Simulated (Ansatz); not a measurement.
Ideal-gas functions of C4H2N, SMILES `[CH2]C#CC#N` radical at 400 K and 1 bar, from an Ansatz frequency run at PBE0-D4/def2-TZVP.

Molar mass 64.07 g/mol, point group C2v (symmetry number 2), electronic degeneracy 2, moments of inertia 1.751, 228.254, 230.004 u Å². Harmonic wavenumbers (cm⁻¹, unscaled): 136, 150, 362, 414, 497, 544, 730, 754, 1011, 1313, 1462, 2068, 2258, 3161, 3256.

Use S(trans) = R[1.5 ln M + 2.5 ln T − 1.1517]; rotational temperatures θ = 24.2544 K / I; S(rot) = R[ln(√π/σ · √(T³/θAθBθC)) + 1.5]; for each mode x = 1.438777 ν̃/T, S = R[x/(eˣ − 1) − ln(1 − e⁻ˣ)] and H = RT x/(eˣ − 1); 1 cm⁻¹ = 0.0119627 kJ/mol; R = 8.31446 J/(mol·K).

Problem. By hand: the entropy, in J/(mol·K).

Solution. Translation 166.8. Rotation: θ = 13.8517, 0.1063, 0.1055 K, giving 93.9. Vibration, mode by mode: 14.34, 13.54, 6.68, 5.73, 4.51, 3.94, 2.33, 2.17, 1.04, 0.43, 0.27, 0.04, 0.02, 0.00, 0.00, in all 55.1. Electronic 5.8. Sum 321.6 J/(mol·K).

Problem. By hand: H − E and G − E in kJ/mol, counted from the electronic energy.

Solution. Zero-point energy ½ × 18116 × 0.0119627 = 108.4; thermal vibration 12.3; translation, rotation and pV give 4 RT = 13.3. H − E = 134.0 kJ/mol, and G − E = 134.0 − 400 × 321.6/1000 = 5.4 kJ/mol.

Vibration gives 17 % of the entropy, 14.3 J/(mol·K) of it from the mode under 150 cm⁻¹: soft modes count most, and the harmonic formula is weakest for them.
